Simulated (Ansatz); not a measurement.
# One shape, several levels: doublet CH5BO+

Aim: a comparison of 6 runs (UHF/6-311+G**, UB3LYP/6-31G*, U-revPBE/6-311+G**, UB2PLYP/6-311+G**, UB3LYP/6-311+G**) of doublet CH5BO+. 

The calculation is run with Ansatz 0.2.0.

57 further runs of the same task are left out: 57 set aside as unsound or not needed.

## (1) The structure to begin with

CH5BO+ has 8 atoms, charge +1, and is taken as a doublet. As SMILES of the parent species, `CBO`. Geometry: relaxed at PBE0-D4/def2-TZVP. This is one conformer, not always the lowest. That shape belongs to the parent species and isn't relaxed for this state.

Bond lengths: C1–B2 1.559 Å, B2–O3 1.357 Å, C1–H4 1.092 Å, C1–H5 1.096 Å, C1–H6 1.096 Å, B2–H7 1.207 Å, O3–H8 0.960 Å. Angles: C1–B2–O3 119.4°, C1–B2–H7 121.8°, O3–B2–H7 118.7°, B2–C1–H4 113.4°, B2–C1–H5 110.2°, B2–C1–H6 110.2°, B2–O3–H8 113.1°, H4–C1–H5 108.7°, H4–C1–H6 108.7°, H5–C1–H6 105.3°.

## (2) A single-point energy at UHF/6-311+G(d,p) (run 1)

The input, in.yaml:

```yaml
crystal:
  periodic: [false, false, false]
  atoms:
    - {symbol: C, position_ang: [-0.618600, 0.710300, -0.324600]}
    - {symbol: B, position_ang: [0.508800, -0.240100, 0.180200]}
    - {symbol: O, position_ang: [0.240700, -1.558300, 0.355600]}
    - {symbol: H, position_ang: [-1.568300, 0.201200, -0.499400]}
    - {symbol: H, position_ang: [-0.308500, 1.205100, -1.251900]}
    - {symbol: H, position_ang: [-0.780500, 1.520100, 0.395700]}
    - {symbol: H, position_ang: [1.620500, 0.163100, 0.420800]}
    - {symbol: H, position_ang: [0.998200, -2.058400, 0.667700]}
basis:
  gaussian:
    orbitals: 6-311+G_st__st_.json
total_charge: 1
magnetization:
  spin_polarized: true
  initial_magnetization: 1
hamiltonian:
  xc: hf
accuracy: high
output: {orbitals: {seedname: orbitals}}
```

The basis set 6-311+G** is read from a file made from the Basis Set Exchange's data (not shown).

Launch:

```sh
$ ansatz run in.yaml --threads 1 --pin off --max-ram 3480MiB --events-out events.jsonl --progress --plain --runs-dir runs
```

Standard output:

```text
Warning: RAYON_NUM_THREADS=1 ignored (pool sized by the plan → 1); use --threads N
Functional definition: HF
  name "HF"
  exchange = exact_x
  correlation = 0
1917 factors; integrals over basis functions are off by at most 3.6e-9 eV
mean field evaluation 1: about -3803.0321 eV, gradient 4.2e1 eV
mean field evaluation 2: about -3803.0334 eV, gradient 4.2e1 eV
mean field evaluation 4: about -3809.9453 eV, gradient 4.3e0 eV
mean field evaluation 8: about -3810.1134 eV, gradient 4.4e-1 eV
mean field evaluation 16: about -3810.1405 eV, gradient 3.7e-7 eV
mean field evaluation 32: about -3809.4288 eV, gradient 2.1e0 eV
mean field evaluation 64: about -3808.7816 eV, gradient 1.2e1 eV
mean field -3810.14047337 eV, -140.0200797903 hartree, gradient 2.2e-8 eV, S^2 0.772386; 1 other end points of the search recorded, 0 dependent functions left out
reference -3810.14047337 eV, -140.0200797903 hartree; 12, 11 occupied and 84, 85 virtual orbitals, 1917 factors
Total energy: -3810.14047337 eV, -140.0200797903 hartree
```

Wall time 6 s (1 thread of Arm Neoverse V1, shared host); peak memory 0.25 GiB.

## (3) The energy at UB3LYP/6-31G(d) (spherical functions) (run 2)

The input, job.yaml:

```yaml
crystal:
  periodic: [false, false, false]
  atoms:
    - {symbol: C, position_ang: [-0.618600, 0.710300, -0.324600]}
    - {symbol: B, position_ang: [0.508800, -0.240100, 0.180200]}
    - {symbol: O, position_ang: [0.240700, -1.558300, 0.355600]}
    - {symbol: H, position_ang: [-1.568300, 0.201200, -0.499400]}
    - {symbol: H, position_ang: [-0.308500, 1.205100, -1.251900]}
    - {symbol: H, position_ang: [-0.780500, 1.520100, 0.395700]}
    - {symbol: H, position_ang: [1.620500, 0.163100, 0.420800]}
    - {symbol: H, position_ang: [0.998200, -2.058400, 0.667700]}
basis:
  gaussian:
    orbitals: 6-31G_st_-spherical.json
output: {orbitals: {seedname: orbitals}}
hamiltonian:
  xc: {name: B3LYP}
magnetization:
  spin_polarized: true
  initial_magnetization: 1
accuracy: high
total_charge: 1
```

The basis set 6-31G* is read from a file made from the Basis Set Exchange's data (not shown).

Launch:

```sh
$ ansatz run job.yaml --threads 1 --pin off --max-ram 3480MiB --events-out events.jsonl --progress --plain --runs-dir runs
```

Standard output:

```text
Warning: RAYON_NUM_THREADS=1 ignored (pool sized by the plan → 1); use --threads N
Functional definition: B3LYP
  name "B3LYP"
  parameter a0 = 0.2
  parameter ax = 0.72
  parameter ac = 0.81
  exchange = (1 - a0 - ax)*slater_x + ax*b88_x + a0*exact_x
  correlation = (1 - ac)*vwn_rpa_c + ac*lyp_c
1250 factors; integrals over basis functions are off by at most 3.5e-9 eV
mean field evaluation 1: about -3817.1455 eV, gradient 6.1e1 eV
mean field evaluation 2: about -3771.7170 eV, gradient 1.1e2 eV
mean field evaluation 4: about -3831.7382 eV, gradient 8.7e0 eV
mean field evaluation 8: about -3832.3004 eV, gradient 7.6e-1 eV
mean field evaluation 16: about -3832.3042 eV, gradient 8.3e-4 eV
mean field evaluation 32: about -3831.2429 eV, gradient 9.1e0 eV
mean field -3832.30417193 eV, -140.8345806894 hartree, gradient 5.3e-8 eV, S^2 0.754532; 2 other end points of the search recorded, 0 dependent functions left out
reference -3832.30420113 eV, -140.8345817624 hartree; 12, 11 occupied and 40, 41 virtual orbitals, 1250 factors
Total energy: -3832.30420113 eV, -140.8345817624 hartree
```

Wall time 6.9 s (1 thread of Arm Neoverse V1, shared host); peak memory 0.19 GiB.

Run 3 isn't shown in full; the table further down has it.

## (4) A single-point energy at U-revPBE/6-311+G(d,p) (run 4)

Changes to job.yaml since step 3:

```diff
@@ -13,6 +13,4 @@
   gaussian:
-    orbitals: 6-31G_st_-spherical.json
-output: {orbitals: {seedname: orbitals}}
-hamiltonian:
-  xc: {name: B3LYP}
+    orbitals: 6-311+G_st__st_.json
+total_charge: 1
 magnetization:
@@ -20,3 +18,6 @@
   initial_magnetization: 1
+hamiltonian:
+  xc: {name: revPBE}
 accuracy: high
-total_charge: 1
+output:
+  orbitals: {seedname: orbitals}
```

The basis set 6-311+G** is read from a file made from the Basis Set Exchange's data (not shown).

Launch:

```sh
$ ansatz run job.yaml --threads 1 --pin off --max-ram 3480MiB --events-out events.jsonl --progress --plain --runs-dir runs
```

Standard output:

```text
Warning: RAYON_NUM_THREADS=1 ignored (pool sized by the plan → 1); use --threads N
Functional definition: revPBE
  name "revPBE"
  parameter kappa = 1.245
  parameter beta = 0.06672455060314922
  exchange = pbe_x(kappa = kappa, mu = beta*pi^2/3)
  correlation = pbe_c(beta = beta)
1917 factors; integrals over basis functions are off by at most 3.6e-9 eV
mean field evaluation 1: about -3808.8626 eV, gradient 7.8e1 eV
mean field evaluation 2: about -3714.7156 eV, gradient 1.5e2 eV
mean field evaluation 4: about -3830.0080 eV, gradient 2.2e1 eV
mean field evaluation 8: about -3832.4866 eV, gradient 1.1e-1 eV
mean field evaluation 16: about -3832.4813 eV, gradient 7.8e-5 eV
mean field evaluation 32: about -3830.9729 eV, gradient 3.3e0 eV
mean field -3832.48126475 eV, -140.8410887306 hartree, gradient 5.3e-8 eV, S^2 0.752514; 2 other end points of the search recorded, 0 dependent functions left out
reference -3832.48127334 eV, -140.8410890461 hartree; 12, 11 occupied and 84, 85 virtual orbitals, 1917 factors
Total energy: -3832.48127334 eV, -140.8410890461 hartree
```

Run time: 9.6 s. Hardware: 1 thread of Arm Neoverse V1, shared host; peak memory 0.28 GiB.

Run 5 isn't shown in full; the table further down has it.

## (5) The energy at UB3LYP/6-311+G(d,p) (run 6)

The input, job.yaml:

```yaml
crystal:
  periodic: [false, false, false]
  atoms:
    - symbol: C
      position_ang: [-0.618600, 0.710300, -0.324600]
    - symbol: B
      position_ang: [0.508800, -0.240100, 0.180200]
    - symbol: O
      position_ang: [0.240700, -1.558300, 0.355600]
    - symbol: H
      position_ang: [-1.568300, 0.201200, -0.499400]
    - symbol: H
      position_ang: [-0.308500, 1.205100, -1.251900]
    - symbol: H
      position_ang: [-0.780500, 1.520100, 0.395700]
    - symbol: H
      position_ang: [1.620500, 0.163100, 0.420800]
    - symbol: H
      position_ang: [0.998200, -2.058400, 0.667700]
basis:
  gaussian:
    orbitals: 6-311+G_st__st_.json
total_charge: 1
magnetization:
  spin_polarized: true
  initial_magnetization: 1
hamiltonian:
  xc: {name: B3LYP}
accuracy: high
output:
  orbitals: {seedname: orbitals}
```

The basis set 6-311+G** is read from a file made from the Basis Set Exchange's data (not shown).

Launch:

```sh
$ ansatz run job.yaml --threads 1 --pin off --max-ram 3480MiB --events-out events.jsonl --progress --plain --runs-dir runs
```

Standard output:

```text
Warning: RAYON_NUM_THREADS=1 ignored (pool sized by the plan → 1); use --threads N
Functional definition: B3LYP
  name "B3LYP"
  parameter a0 = 0.2
  parameter ax = 0.72
  parameter ac = 0.81
  exchange = (1 - a0 - ax)*slater_x + ax*b88_x + a0*exact_x
  correlation = (1 - ac)*vwn_rpa_c + ac*lyp_c
1917 factors; integrals over basis functions are off by at most 3.6e-9 eV
mean field evaluation 1: about -3814.2446 eV, gradient 7.2e1 eV
mean field evaluation 2: about -3763.9399 eV, gradient 1.2e2 eV
mean field evaluation 4: about -3832.8905 eV, gradient 1.2e1 eV
mean field evaluation 8: about -3833.6570 eV, gradient 9.3e-1 eV
mean field evaluation 16: about -3833.6623 eV, gradient 1.1e-3 eV
mean field evaluation 32: about -3832.6338 eV, gradient 8.7e0 eV
mean field -3833.66225713 eV, -140.8844893999 hartree, gradient 3.5e-8 eV, S^2 0.754783; 2 other end points of the search recorded, 0 dependent functions left out
reference -3833.66230184 eV, -140.8844910428 hartree; 12, 11 occupied and 84, 85 virtual orbitals, 1917 factors
Total energy: -3833.66230184 eV, -140.8844910428 hartree
```

Run time: 14 s. Hardware: 1 thread of Arm Neoverse V1, shared host; peak memory 0.35 GiB.

## (6) Overview of the runs

```
run                                level  Cartesian functions  frozen core orbitals  energy (Eh)  HOMO energy (eV)  LUMO energy (eV)   ⟨S²⟩  wall time
  1                        UHF/6-311+G**                   no                     –  -140.020080            -20.79             -9.55  0.772        6 s
  2  UB3LYP/6-31G* (spherical functions)                   no                     –  -140.834582            -16.86            -13.81  0.755      6.9 s
  3  UB3LYP/6-31G* (Cartesian functions)                  yes                     –  -140.836881            -16.85            -13.81  0.755      7.5 s
  4                   U-revPBE/6-311+G**                   no                     –  -140.841089            -15.55            -14.39  0.753      9.6 s
  5                    UB2PLYP/6-311+G**                   no                     3  -140.732704            -18.68            -12.31  0.761       18 s
  6                     UB3LYP/6-311+G**                   no                     –  -140.884491            -16.98            -13.90  0.755       14 s
```

## (7) Outcome

| quantity | value |
| --- | --- |
| run 6: total energy | -140.88449 Eh |
| run 6: HOMO energy (highest over α and β) | -16.98 eV |
| run 6: LUMO energy (lowest over α and β) | -13.90 eV |
| run 6: ⟨S²⟩ | 0.755 |

In words: Totals of different functionals can't be ranked against each other. All runs together took 62 s, the longest 18 s.
